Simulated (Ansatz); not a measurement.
# CHB+ (quartet): the correlation ladder, def2-QZVPP

An exercise on one series of results from a longer session: the logs are not shown, and one member is left open.

Program: Ansatz 0.2.0, Gaussian basis. Level of theory: def2-QZVPP, core rule «outside noble gas», up to 2 orbitals frozen. These are calculated values, not measurements.

To be run: UHF; ROHF; CCSD(T) on UHF.

2 further runs of the same task are left out: 2 set aside as unsound or not needed.

### The geometry

The geometry is a PBE0/def2-TZVP stationary point (not a proven minimum) of the parent state, kept for this charge and spin.

3 atoms, charge 1, spin multiplicity 4.

Atoms are counted from 1 here; the program's logs count them from 0.

Bond lengths: B1–C2 1.353 Å, C2–H3 1.071 Å. Angles: B1–C2–H3 180.0°.

The first run:

Input file in.yaml:

```yaml
crystal:
  periodic: [false, false, false]
  atoms:
    - {symbol: B, position_ang: [0.000000, 0.000000, 1.259200]}
    - {symbol: C, position_ang: [0.000000, 0.000000, -0.094199]}
    - {symbol: H, position_ang: [0.000000, 0.000000, -1.165001]}
basis:
  gaussian: {orbitals: "def2-QZVPP.json"}
total_charge: 1
magnetization: {spin_polarized: true, initial_magnetization: 3}
hamiltonian: {xc: hf}
output: {orbitals: {seedname: orbitals}}
```

On the command line:

```console
ansatz run in.yaml --threads 1 --pin off --events-out ev --progress --plain --max-ram 2393MiB
```

Steps of the session up to this table: UHF; ROHF; CCSD(T) on UHF.

One table of the session follows, with a row left open; its other results are not shown here.

It belongs to the step «Misses and costs». 

| method | from UCCSD(T) (kJ/mol) |
| --- | --- |
| ROHF | +462.1 |
| UHF | ? |
| UMP2 | +68.8 |
| UCCSD | +15.3 |
| UCCSD(T) | 0 |

Q: Estimate the row for UHF from the others.

**Answer.** from UCCSD(T) (kJ/mol): +450.4. In the column «from UCCSD(T) (kJ/mol)» it lies between UMP2 (+68.8) and ROHF (+462.1).
